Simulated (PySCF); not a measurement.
# J couplings in C₆H₈

Molfile (atoms numbered from 1):
```
C6H8
     RDKit          3D

 14 13  0  0  0  0  0  0  0  0999 V2000
    3.0791    0.2447    0.0267 C   0  0  0  0  0  0  0  0  0  0  0  0
    1.9817   -0.2401    0.0915 C   0  0  0  0  0  0  0  0  0  0  0  0
    0.7119   -0.8475    0.1635 C   0  0  0  0  0  0  0  0  0  0  0  0
   -0.4349   -0.1834    0.3300 C   0  0  0  0  0  0  0  0  0  0  0  0
   -0.4948    1.3061    0.4611 C   0  0  0  0  0  0  0  0  0  0  0  0
   -1.7510   -0.8914    0.3992 C   0  0  0  0  0  0  0  0  0  0  0  0
    4.0344    0.6738   -0.0290 H   0  0  0  0  0  0  0  0  0  0  0  0
    0.7157   -1.9271    0.0729 H   0  0  0  0  0  0  0  0  0  0  0  0
    0.4994    1.7414    0.4042 H   0  0  0  0  0  0  0  0  0  0  0  0
   -0.9470    1.5814    1.4142 H   0  0  0  0  0  0  0  0  0  0  0  0
   -1.1120    1.7297   -0.3314 H   0  0  0  0  0  0  0  0  0  0  0  0
   -1.6314   -1.9669    0.2948 H   0  0  0  0  0  0  0  0  0  0  0  0
   -2.4117   -0.5351   -0.3914 H   0  0  0  0  0  0  0  0  0  0  0  0
   -2.2401   -0.6860    1.3518 H   0  0  0  0  0  0  0  0  0  0  0  0
  1  2  3  0
  2  3  1  0
  3  4  2  3
  4  5  1  0
  4  6  1  0
  1  7  1  0
  3  8  1  0
  5  9  1  0
  5 10  1  0
  5 11  1  0
  6 12  1  0
  6 13  1  0
  6 14  1  0
M  END
```

Couplings: B3LYP/pcJ-1 (without the spin–dipole term) in PySCF, geometry GFN2-xTB; gas phase, one conformer, non-relativistic. Couplings are averaged over pairs made equivalent by symmetry, fast rotation or ring inversion, so a value needn't be that of the named pair in this geometry, while other rotamers aren't included; one pair stands for each set, and the list holds a selection of those of at least 0.8 Hz over up to four bonds.

Isotopes: 13C, 1H.

| pair | bonds | J (Hz) |
| --- | --- | --- |
| C1, C2 | 1 | 198.3 |
| C1, H7 | 1 | 263.4 |
| C2, C3 | 1 | 97.1 |
| C3, C4 | 1 | 82.8 |
| C3, H8 | 1 | ? |
| C4, C5 | 1 | ? |
| C4, C6 | 1 | ? |
| C5, H9 | 1 | 133.2 |
| C6, H12 | 1 | 132.4 |
| C2, H7 | 2 | 51.4 |
| C3, C5 | 2 | 2.7 |
| C3, C6 | 2 | 5.7 |
| C4, H8 | 2 | -2.5 |
| C4, H12 | 2 | -6.6 |
| C5, C6 | 2 | ? |
| C1, C4 | 3 | 2.8 |
| C1, H8 | 3 | ? |
| C2, C6 | 3 | 7.6 |
| C3, H7 | 3 | 4.8 |
| C3, H9 | 3 | 6.0 |
| C5, H8 | 3 | ? |
| C5, H12 | 3 | ? |
| C6, H9 | 3 | ? |
| C4, H7 | 4 | -3.5 |
| H7, H8 | 4 | -3.5 |
| H8, H12 | 4 | -1.9 |

Q: Estimate the withheld couplings, with signs.

A: 
- 1J(C3,H8) = 166.7 Hz (bond length 1.083 Å, sp2 carbon)
- 1J(C4,C5) = 43.2 Hz (bond length 1.496 Å)
- 1J(C4,C6) = 43.6 Hz (bond length 1.496 Å)
- 2J(C5,C6) = 4.3 Hz (angle at C4 116°)
- 3J(C1,H8) = 4.8 Hz
- 3J(C5,H8) = 8.3 Hz (dihedral angle 180°)
- 3J(C5,H12) = 4.4 Hz (mean over equivalent pairs that range from 2.4 to 8.4 Hz in this conformer)
- 3J(C6,H9) = 4.7 Hz (mean over equivalent pairs that range from 2.5 to 9.1 Hz in this conformer)
